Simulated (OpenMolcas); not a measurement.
## P2H4 (diphosphine): methods side by side

P2H4: 6 atoms, total charge 0, spin state singlet. As SMILES, `PP`. Geometry: relaxed at PBE0-D4/def2-TZVP. This is one conformer, not always the lowest.

| atom | x (Å) | y (Å) | z (Å) |
| --- | --- | --- | --- |
| P | 0.3651 | -1.0488 | -0.0823 |
| P | -0.3652 | 1.0491 | 0.0781 |
| H | -0.4970 | -1.5216 | 0.9450 |
| H | -0.5721 | -1.3929 | -1.0949 |
| H | 0.5028 | 1.5246 | -0.9429 |
| H | 0.5664 | 1.3896 | 1.0970 |

Quantity: the energy change with the P1–H3 bond stretched from 1.422 to 3.555 Å, in eV. The values are calculated.

```json
{"level": "HF/STO-3G (restricted)", "kind": "Hartree–Fock", "program": "OpenMolcas", "value (eV)": "9.65", "less FCI/STO-3G": "+5.43", "CPU time (all runs)": "5.1 s"}
{"level": "PBE/STO-3G (restricted)", "kind": "GGA", "program": "OpenMolcas", "value (eV)": "7.06", "less FCI/STO-3G": "+2.84", "CPU time (all runs)": "58 s"}
{"level": "B3LYP/STO-3G (restricted)", "kind": "global hybrid", "program": "OpenMolcas", "value (eV)": "7.74", "less FCI/STO-3G": "+3.52", "CPU time (all runs)": "69 s"}
{"level": "B2PLYP/STO-3G (restricted)", "kind": "double hybrid", "program": "OpenMolcas", "value (eV)": "5.92", "less FCI/STO-3G": "+1.70", "CPU time (all runs)": "13 s"}
{"level": "MP2/STO-3G (restricted)", "kind": "perturbation theory", "program": "OpenMolcas", "value (eV)": "5.24", "less FCI/STO-3G": "+1.02", "CPU time (all runs)": "5.3 s"}
{"level": "SC-NEVPT2(2,2)/STO-3G", "kind": "multireference", "program": "OpenMolcas", "value (eV)": "4.22", "less FCI/STO-3G": "0.00", "CPU time (all runs)": "5.5 s"}
{"level": "CISD/STO-3G (restricted)", "kind": "coupled cluster or CI", "program": "OpenMolcas", "value (eV)": "5.32", "less FCI/STO-3G": "+1.10", "CPU time (all runs)": "5.5 s"}
{"level": "FCI/STO-3G", "kind": "exact in the basis", "program": "OpenMolcas", "value (eV)": "4.22", "less FCI/STO-3G": "0.00", "CPU time (all runs)": "2.6 min"}
```

FCI/STO-3G is exact within its basis and frozen core, so for wave-function methods in that basis the difference is their error; functionals converge differently with the basis, so for them it is only a difference. Spin-restricted single references rise too steeply as a bond breaks, Hartree–Fock most of all. The first shape isn't each level's own minimum. The values span 4.22 to 9.65 eV. All rows use very small basis sets, so even the best lies far from the true value. Times are those of the runs behind each value, whatever else they computed, on shared processors of several kinds: orders of magnitude only.
